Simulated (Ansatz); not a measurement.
## NF₃, singlet: the ladder up to RCCSDT(Q)

Geometry: MP2(full)/6-31G*, from the G2/97 set.

```xyz
4

N     0.0000    0.0000    0.4950
F     0.0000    1.2382   -0.1216
F     1.0723   -0.6191   -0.1216
F    -1.0723   -0.6191   -0.1216
```

Basis 6-31G* (Cartesian d functions); Ansatz 0.2.0. Only valence electrons are correlated (noble-gas cores frozen), which leaves 26 electrons in 56 orbitals. Prefix R: restricted or restricted open-shell reference. Active spaces: valence = (20e, 13o, short of the full valence) chosen from the atoms' valence shells.

Full CI isn't at hand for all of this; RCCSDT(Q) serves as the reference, and is uncertain by about the last step of the cluster series.

```
UHF ⟨S²⟩                          : 0.000
T1 diagnostic (RCCSD)             : 0.0160
largest doubles amplitude (RCCSD) : 0.051
```

From what is known of these methods and the diagnostics, rank them by the size of their error in total energy against RCCSDT(Q) in 6-31G*, smallest first (an estimate: the text doesn't fix the numbers).
A. RCCSDT
B. CASSCF (valence space)
C. RHF
D. RCCSD
E. RMP2

A (59 meV), D (639 meV), E (873 meV), B (15768 meV), C (19781 meV).

All errors are against RCCSDT(Q) in 6-31G*. Within each family the higher level lies nearer, as is usual though not guaranteed.

Natural occupations of CASSCF (valence space) about the gap: 1.995 1.991 1.952 1.949 1.949 0.065 0.057 0.057; effectively unpaired electrons, Σ n²(2−n)², 0.07.

Atomization energy (electronic, same basis, no zero-point term; atoms at the same level, unrestricted beside the R rows where the molecule is a closed shell, with restricted open-shell steps beyond CCSDT(Q)) at RCCSDT(Q): 755.2 kJ/mol. Errors of other levels:

```tsv
level	error (kJ/mol)
RHF	-619.8
RMP2	53.3
CISD	-256.2
RCCSD	-48.5
RCCSD(T)	-6.0
BCCD(T)	-4.1
RCCSDT	-5.3
```

This basis is far from its limit, so the value isn't to be set against a measured one. Truncated CI isn't size-consistent, which counts against it in atomization.
